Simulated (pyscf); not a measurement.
Concerted two-bond exchange: `[SiH2]` [singlet] + `[CH2]=[CH2]` → `[SiH4]` + `[CH]#[CH]`

Gas phase, singlet surface, charge 0. Bonds broken: C4–H6, C5–H8. Bonds formed: Si1–H6, Si1–H8. Optimised with ωB97X-D3(BJ)/def2-SVP in PySCF. Correlated levels are frozen-core, on RHF or UHF. ΔMP2 is the change of the MP2 total energy from the triple- to the quadruple-zeta basis.

Transition state (Å):

```xyz
9

Si     1.0568     0.3008     0.9339
H      1.6561     0.3632    -0.4507
H      2.3166     0.3934     1.7787
C     -1.5357    -0.4892     0.1424
C     -1.6186     0.7697     0.1610
H     -0.2533    -0.7817     0.7733
H     -2.0008    -1.4319    -0.1270
H     -0.3709     1.2055     0.8143
H     -2.1928     1.6592    -0.0756
```

One imaginary mode, 1720i cm⁻¹; descent along it reached the two sides named.

```json
[
 {"bond": "C4–H6", "change": "breaks", "reactant side (Å)": "1.096", "saddle": "1.459", "product side": "3.2"},
 {"bond": "C5–H8", "change": "breaks", "reactant side (Å)": "1.097", "saddle": "1.474", "product side": "3.2"},
 {"bond": "Si1–H6", "change": "forms", "reactant side (Å)": "3.3", "saddle": "1.707", "product side": "1.490"},
 {"bond": "Si1–H8", "change": "forms", "reactant side (Å)": "3.2", "saddle": "1.694", "product side": "1.490"}
]
```

Electronic energies relative to the separated reactants (eV):

```tsv
level	barrier	reaction energy	reverse barrier
ωB97X-D3(BJ)/def2-TZVP	2.08	-0.50	2.58
PBE/def2-TZVP	1.53	-0.38	1.92
r²SCAN/def2-TZVP	1.60	-0.55	2.16
B3LYP-D3(BJ)/def2-TZVP	1.93	-0.43	2.36
PBE0-D3(BJ)/def2-TZVP	1.78	-0.37	2.16
M06-2X/def2-TZVP	2.09	-0.45	2.55
ωB97M-D3(BJ)/def2-TZVP	2.16	-0.40	2.56
HF/def2-TZVP	3.36	-0.49	3.84
MP2/def2-QZVPP	1.72	-0.74	2.46
CCSD/def2-TZVPP	2.40	-0.44	2.84
CCSD(T)/def2-TZVPP	2.14	-0.48	2.62
CCSD(T)/def2-TZVPP + ΔMP2(QZVPP)	2.11	-0.50	2.61
```

With CCSD(T)/def2-TZVPP + ΔMP2(QZVPP) energies and thermal terms (ideal gas, 1 atm, RRHO with modes under 100 cm⁻¹ raised to 100, one conformer, R ln 2 for chiral ones without a mode under 150 cm⁻¹), in eV:

```json
[
 {"T (K)": "298", "ΔH‡": "1.87", "ΔG‡": "2.28", "ΔH": "-0.62", "ΔG": "-0.55"},
 {"T (K)": "600", "ΔH‡": "1.92", "ΔG‡": "2.68", "ΔH": "-0.59", "ΔG": "-0.49"},
 {"T (K)": "900", "ΔH‡": "1.98", "ΔG‡": "3.05", "ΔH": "-0.55", "ΔG": "-0.44"},
 {"T (K)": "1200", "ΔH‡": "2.04", "ΔG‡": "3.39", "ΔH": "-0.53", "ΔG": "-0.41"}
]
```

The same reactants have a lower exit, to H₃C–CH=SiH₂ (barrier +0.99 eV at ωB97M-D3(BJ), against +2.16 eV here). This is the saddle that the search found; another between the same sides may lie lower. The CCSD(T) − MP2 part came from Ansatz, without density fitting, on the same reference.
